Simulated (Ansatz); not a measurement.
fcc Al, treated with rVV10 (Ansatz, a program for electronic structure, plane waves, PAW).

Settings: plane-wave cutoff 520 eV, 24×24×24 k mesh, Fermi–Dirac smearing 0.05 eV, scalar-relativistic PAW data made under PBE.

Computed points:

| V (Å³/atom) | E − E_lowest (meV/atom) | P (GPa) |
|---|---|---|
| 15.331 | 16.02 | 5.57 |
| 15.657 | 6.83 | 3.49 |
| 15.983 | 1.64 | 1.64 |
| 16.310 | 0.00 | -0.01 |
| 16.636 | 1.53 | -1.47 |
| 16.962 | 5.88 | -2.78 |
| 17.288 | 12.74 | -3.93 |

### Question
Estimate the bulk modulus from the pressures at 15.983 and 16.636 Å³/atom, and compare it with a fit to all energies.

### Answer
B = −V dP/dV. Between V = 15.983 and 16.636 Å³/atom, dP/dV = (-1.47 − (1.64))/(16.636 − 15.983) = -4.76 GPa per Å³/atom; at the midpoint 16.309 Å³/atom this gives B ≈ 77.7 GPa. The third-order Birch–Murnaghan fit gives V0 = 16.308 Å³/atom, B0 = 77.7 GPa, B′ = 4.8, which lies within 1 % of that estimate.

Measured, for comparison: bulk modulus 80.8 GPa (corrected for temperature and zero-point phonon effects, our sources range from 77.1 to 82.0; as tabulated in Levämäki et al. (2014), arXiv:1402.3671); equilibrium volume per atom 16.22 Å³/atom (static lattice: zero-point anharmonic expansion removed; as tabulated in Mejia-Rodriguez and Trickey (2018), arXiv:1807.09216). Computed (rounded) less measured: bulk modulus -4 % (inside the range of the sources held), equilibrium volume per atom +0.6 %.

Computing time: very roughly 30 core-seconds.
